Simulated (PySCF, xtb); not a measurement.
Si(F)4 cation (F4Si), SMILES F[Si](F)(F)F (connectivity only; charge and spin as stated), charge +1, multiplicity 2.

Harmonic wavenumbers (cm⁻¹) from GFN2-xTB (xtb) at its own minimum, in rising order: 87, 88, 197, 197, 197, 751, 837, 837, 838.

Task: What does ωB97X-D3(BJ)/def2-SVP (PySCF 2.14.0) give at its own minimum? (Estimate from the structure and the level; the computed values follow.)

Result: 184, 269, 271, 285, 395, 470, 756, 1054, 1181. Paired by order, the mean absolute difference is 173 cm⁻¹ and the zero-point energies are 5.8 and 7.0 kcal/mol.
